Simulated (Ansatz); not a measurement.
Born–Oppenheimer molecular dynamics of C$_{2}$H$_{9}$Si (12 atoms, charge 0, multiplicity 2). It starts at the highest image of a converged band, a first-order saddle point between two minima.

Method: Ansatz 0.2.0, UKS r2SCAN-D4/def2-SVP.

```json
{"ensemble": "NVE (velocity Verlet)", "time step": "0.5 fs", "steps asked": "200", "starting velocities drawn for": "100 K", "seed": "4696"}
```

Frames 2.5 fs apart, positions in Å, forces in eV/Å.

Velocities at 65.0 fs (Å/ps):

```
H -9.32 -14.36 -0.48
Si 4.09 -4.47 3.38
C 2.99 0.72 1.70
C -8.34 7.52 -7.19
H 6.19 -5.03 0.94
H 0.17 11.71 -5.75
H -11.87 -6.06 -1.21
H 5.80 -0.93 2.65
H -6.12 12.90 -1.66
H -14.54 13.22 -5.66
H -8.31 8.07 -8.00
H -12.21 6.70 -9.58
```

```xyz
12
Properties=species:S:1:pos:R:3:forces:R:3 time_fs=65.0 energy_less_start_eV=-0.156 T=221
H -0.601 -0.678 -0.224 0.25 -0.32 -0.05
Si 0.775 -1.091 0.240 0.11 -0.03 0.10
C 1.318 0.117 1.557 -0.38 0.36 0.36
C -2.155 1.133 -1.823 0.08 -0.04 -0.21
H 0.855 -2.490 0.777 -0.34 0.07 0.01
H 1.776 -1.091 -0.857 -0.04 0.12 -0.34
H 1.471 1.133 1.150 -0.22 -0.06 -0.02
H 0.537 0.168 2.356 0.52 0.05 -0.28
H 2.281 -0.166 1.993 0.11 -0.20 0.23
H -2.669 1.472 -0.924 0.01 0.03 0.03
H -2.518 0.261 -2.369 -0.04 0.00 0.06
H -1.286 1.667 -2.213 -0.06 0.02 0.11
12
Properties=species:S:1:pos:R:3:forces:R:3 time_fs=67.5 energy_less_start_eV=-0.172 T=234
H -0.614 -0.724 -0.226 0.47 -0.30 0.07
Si 0.785 -1.102 0.248 0.01 0.12 -0.18
C 1.324 0.120 1.562 -0.64 -0.02 -0.06
C -2.176 1.151 -1.841 -0.27 0.00 0.18
H 0.861 -2.501 0.780 -0.24 0.04 0.00
H 1.774 -1.059 -0.880 -0.19 0.04 -0.09
H 1.436 1.121 1.144 -0.07 0.36 -0.19
H 0.564 0.167 2.357 0.06 0.04 0.10
H 2.276 -0.142 1.998 0.60 -0.29 0.34
H -2.703 1.504 -0.942 0.20 -0.11 -0.29
H -2.540 0.281 -2.387 -0.06 -0.02 0.07
H -1.316 1.686 -2.234 0.12 0.14 0.04
12
Properties=species:S:1:pos:R:3:forces:R:3 time_fs=70.0 energy_less_start_eV=-0.200 T=255
H -0.600 -0.787 -0.223 0.27 -0.14 0.07
Si 0.795 -1.113 0.256 0.18 0.17 -0.33
C 1.327 0.122 1.566 0.36 -0.10 -0.23
C -2.198 1.170 -1.858 -0.08 0.00 -0.04
H 0.853 -2.509 0.783 -0.09 -0.03 0.01
H 1.760 -1.025 -0.908 -0.27 -0.06 0.16
H 1.397 1.127 1.129 0.06 0.11 -0.04
H 0.595 0.168 2.363 -0.42 0.02 0.51
H 2.302 -0.133 2.021 -0.10 0.02 -0.14
H -2.726 1.531 -0.973 0.05 -0.03 -0.05
H -2.566 0.299 -2.401 -0.04 -0.03 0.04
H -1.341 1.712 -2.253 0.06 0.07 0.04
12
Properties=species:S:1:pos:R:3:forces:R:3 time_fs=72.5 energy_less_start_eV=-0.193 T=249
H -0.572 -0.857 -0.217 -0.20 0.08 -0.02
Si 0.806 -1.123 0.264 0.41 0.12 -0.21
C 1.332 0.124 1.570 0.31 0.16 0.22
C -2.221 1.189 -1.876 0.26 0.01 -0.39
H 0.840 -2.520 0.786 0.07 -0.07 0.01
H 1.731 -0.994 -0.927 -0.16 -0.14 0.22
H 1.361 1.139 1.112 0.17 -0.34 0.21
H 0.605 0.170 2.395 -0.08 -0.04 0.02
H 2.323 -0.123 2.036 -0.52 0.23 -0.46
H -2.747 1.557 -1.007 -0.17 0.10 0.30
H -2.593 0.316 -2.413 0.01 -0.02 0.02
H -1.362 1.742 -2.269 -0.10 -0.09 0.07
12
Properties=species:S:1:pos:R:3:forces:R:3 time_fs=75.0 energy_less_start_eV=-0.173 T=234
H -0.554 -0.923 -0.211 -0.48 0.23 -0.06
Si 0.818 -1.134 0.271 0.31 0.04 0.08
C 1.338 0.127 1.575 -0.71 0.13 0.45
C -2.242 1.208 -1.895 0.01 0.11 -0.05
H 0.831 -2.534 0.789 0.22 -0.04 0.00
H 1.693 -0.972 -0.934 0.09 -0.18 0.08
H 1.335 1.134 1.106 0.22 -0.23 0.20
H 0.610 0.170 2.428 0.32 -0.08 -0.52
H 2.318 -0.101 2.027 0.03 0.13 -0.24
H -2.776 1.587 -1.026 -0.04 -0.01 0.07
H -2.620 0.332 -2.423 0.05 -0.01 -0.01
H -1.387 1.767 -2.282 -0.02 -0.09 -0.02
12
Properties=species:S:1:pos:R:3:forces:R:3 time_fs=77.5 energy_less_start_eV=-0.154 T=219
H -0.563 -0.976 -0.209 -0.24 0.26 0.08
Si 0.830 -1.144 0.278 -0.23 0.00 0.24
C 1.340 0.131 1.582 -1.09 -0.28 0.02
C -2.264 1.227 -1.915 -0.37 0.17 0.40
H 0.834 -2.551 0.793 0.32 0.04 -0.02
H 1.660 -0.960 -0.936 0.31 -0.18 -0.10
H 1.322 1.117 1.111 0.17 0.29 -0.05
H 0.631 0.166 2.434 0.08 -0.08 -0.25
H 2.315 -0.072 2.004 0.68 -0.06 0.08
H -2.807 1.617 -1.041 0.16 -0.16 -0.25
H -2.644 0.347 -2.434 0.07 0.00 -0.03
H -1.414 1.787 -2.295 0.14 -0.01 -0.11
12
Properties=species:S:1:pos:R:3:forces:R:3 time_fs=80.0 energy_less_start_eV=-0.150 T=216
H -0.585 -1.014 -0.201 0.21 0.23 0.24
Si 0.841 -1.154 0.285 -0.74 0.05 0.11
C 1.338 0.132 1.589 0.09 -0.46 -0.57
C -2.286 1.247 -1.933 -0.18 0.12 0.16
H 0.856 -2.565 0.796 0.35 0.09 -0.02
H 1.645 -0.959 -0.944 0.34 -0.16 -0.09
H 1.318 1.115 1.114 0.05 0.35 -0.10
H 0.655 0.157 2.428 -0.44 -0.05 0.47
H 2.347 -0.045 1.983 0.12 -0.04 -0.05
H -2.829 1.638 -1.068 0.05 -0.07 -0.05
H -2.664 0.362 -2.446 0.08 0.01 -0.03
H -1.433 1.806 -2.315 0.06 -0.06 -0.08
12
Properties=species:S:1:pos:R:3:forces:R:3 time_fs=82.5 energy_less_start_eV=-0.150 T=216
H -0.596 -1.037 -0.180 0.43 0.19 0.29
Si 0.852 -1.164 0.293 -0.81 0.14 -0.16
C 1.336 0.132 1.593 0.74 -0.05 -0.51
C -2.310 1.268 -1.950 0.22 0.03 -0.30
H 0.899 -2.574 0.798 0.32 0.07 0.01
H 1.649 -0.967 -0.956 0.20 -0.16 0.12
H 1.318 1.131 1.113 -0.08 -0.16 0.13
H 0.657 0.144 2.445 -0.18 -0.02 0.29
H 2.385 -0.021 1.959 -0.63 -0.02 -0.17
H -2.850 1.656 -1.097 -0.17 0.11 0.30
H -2.679 0.378 -2.460 0.06 -0.01 -0.02
H -1.450 1.821 -2.339 -0.10 -0.14 0.02
12
Properties=species:S:1:pos:R:3:forces:R:3 time_fs=85.0 energy_less_start_eV=-0.169 T=231
H -0.583 -1.050 -0.142 0.25 0.14 0.19
Si 0.860 -1.174 0.301 -0.45 0.24 -0.27
C 1.337 0.132 1.594 0.05 0.19 -0.08
C -2.333 1.289 -1.968 0.05 0.02 -0.12
H 0.961 -2.579 0.801 0.24 0.03 0.05
H 1.665 -0.985 -0.962 0.03 -0.12 0.29
H 1.313 1.140 1.119 -0.19 -0.34 0.20
H 0.649 0.131 2.477 0.44 0.00 -0.44
H 2.390 0.002 1.927 -0.39 -0.12 0.06
H -2.878 1.679 -1.112 -0.03 0.04 0.09
H -2.690 0.393 -2.475 0.01 -0.03 0.00
H -1.471 1.829 -2.362 -0.02 -0.02 0.03
12
Properties=species:S:1:pos:R:3:forces:R:3 time_fs=87.5 energy_less_start_eV=-0.185 T=244
H -0.556 -1.054 -0.093 -0.20 0.08 -0.01
Si 0.868 -1.183 0.308 0.14 0.24 -0.07
C 1.338 0.132 1.596 -0.60 -0.11 -0.19
C -2.356 1.310 -1.987 -0.28 0.00 0.22
H 1.037 -2.582 0.807 0.12 0.03 0.07
H 1.683 -1.010 -0.951 -0.04 -0.05 0.26
H 1.297 1.131 1.134 -0.25 0.05 -0.02
H 0.665 0.117 2.486 0.40 -0.01 -0.40
H 2.375 0.017 1.899 0.43 -0.23 0.35
H -2.908 1.704 -1.121 0.20 -0.11 -0.26
H -2.700 0.406 -2.490 -0.03 -0.02 0.04
H -1.492 1.836 -2.384 0.13 0.12 0.01
12
Properties=species:S:1:pos:R:3:forces:R:3 time_fs=90.0 energy_less_start_eV=-0.191 T=248
H -0.541 -1.053 -0.044 -0.49 -0.01 -0.16
Si 0.875 -1.192 0.315 0.50 0.16 0.28
C 1.337 0.132 1.596 0.14 -0.42 -0.70
C -2.380 1.331 -2.005 -0.05 -0.08 -0.04
H 1.120 -2.583 0.817 -0.04 0.08 0.07
H 1.700 -1.037 -0.925 -0.01 0.06 0.02
H 1.267 1.124 1.149 -0.20 0.34 -0.18
H 0.702 0.102 2.476 -0.24 -0.06 0.40
H 2.381 0.020 1.890 0.33 -0.14 0.26
H -2.928 1.723 -1.144 0.09 -0.03 -0.10
H -2.713 0.418 -2.503 -0.05 0.01 0.08
H -1.508 1.849 -2.405 0.01 0.09 0.08
12
Properties=species:S:1:pos:R:3:forces:R:3 time_fs=92.5 energy_less_start_eV=-0.185 T=243
H -0.552 -1.053 -0.004 -0.24 -0.15 -0.16
Si 0.884 -1.201 0.322 0.31 0.09 0.48
C 1.337 0.130 1.592 0.87 -0.16 -0.57
C -2.404 1.352 -2.024 0.35 -0.14 -0.44
H 1.201 -2.579 0.831 -0.21 0.12 0.07
H 1.716 -1.062 -0.898 0.03 0.15 -0.24
H 1.226 1.135 1.155 -0.02 -0.02 -0.01
H 0.726 0.083 2.486 -0.37 -0.09 0.48
H 2.403 0.014 1.895 -0.39 0.08 -0.07
H -2.943 1.741 -1.171 -0.15 0.14 0.26
H -2.728 0.431 -2.511 -0.05 0.00 0.06
H -1.523 1.867 -2.421 -0.14 0.00 0.13
```

Of the whole run (100 fs, mean temperature of the second half 230 K): The conserved energy stayed within 0.043 meV per atom of its start (net change 0.019 meV per atom), so the integration is sound. The system heated up, since it started high on the potential surface and ran downhill. A run of 0.1 ps of so small a system gives no equilibrium averages.

Time of the run: 11 min on 4 threads of Arm Neoverse N1, on a shared host, peak memory 0.3 GiB.
